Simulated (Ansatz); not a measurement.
# AlCO (quartet): from Hartree-Fock to the top rungs, cc-pVDZ

The task here is to estimate one member of a computed series from the others.

Method: cc-pVDZ, core rule «outside noble gas», up to 7 orbitals frozen; program: Ansatz 0.2.0, Gaussian basis.

Plan: UHF; CCSD(T) on ROHF; CCSD(T) on UHF; BCCD(T) on ROHF; CISD as a restricted active space (open shells left free, so some higher excitations enter); CCSDT(Q) on ROHF; CCSDT(Q) on UHF.

31 further runs of the same task are left out: 9 for a known fault of the program, 12 that didn't finish, 10 set aside as unsound or not needed. Runs told in other sessions of the task aren't counted.

## What is computed

The geometry is a PBE0/def2-TZVP stationary point (not a proven minimum) of the parent state, kept for this charge and spin.

3 atoms, charge 0, spin multiplicity 4.

Atoms are counted from 1 here; the program's logs count them from 0.

Bond lengths: C1–Al2 1.973 Å, Al2–O3 1.599 Å. Angles: C1–Al2–O3 180.0°.

As a file:

```xyz
3
charge 0, multiplicity 4
C     0.00000    0.00000    1.84843
Al    0.00000    0.00000   -0.12457
O     0.00000    0.00000   -1.72387
```

Set-up of the first run:

Contents of in.yaml:

```yaml
crystal:
  periodic: [false, false, false]
  atoms:
    - {symbol: C, position_ang: [0.000000, 0.000000, 1.848433]}
    - {symbol: Al, position_ang: [0.000000, 0.000000, -0.124566]}
    - {symbol: O, position_ang: [0.000000, 0.000000, -1.723867]}
basis:
  gaussian: {orbitals: cc-pVDZ}
magnetization: {spin_polarized: true, initial_magnetization: 3}
hamiltonian: {xc: hf}
output: {orbitals: {seedname: orbitals}}
```

Launch:

```bash
ansatz run in.yaml --threads 1 --pin off --events-out ev --progress --plain --max-ram 2393MiB
```

Steps of the session up to this table: UHF; CCSD(T) on ROHF; CCSD(T) on UHF; BCCD(T) on ROHF; CISD as a restricted active space (open shells left free, so some higher excitations enter); CCSDT(Q) on ROHF; CCSDT(Q) on UHF.

One table of the session follows, with a row left open; its other results are not shown here.

```
   method  from RCCSDT(Q) (kJ/mol)
     ROHF                        ?
      UHF                   +896.1
     RMP2                    +73.8
     UMP2                    +73.7
     CISD                   +121.5
    RCCSD                    +43.8
    UCCSD                    +43.7
 RCCSD(T)                     +6.9
 UCCSD(T)                     +6.9
  BCCD(T)                     +6.2
   RCCSDT                     +2.6
   UCCSDT                     +2.5
RCCSDT(Q)                        0
UCCSDT(Q)                     -4.1
```

Q: Estimate the row for ROHF from the others.

The run gave: from RCCSDT(Q) (kJ/mol): +900.7. In the column «from RCCSDT(Q) (kJ/mol)» it is the highest.

Limits of these values: Restricted and unrestricted rows rest on different reference determinants; a gap between their highest levels can come from leftover correlation error, from unlike frozen cores or from another state.
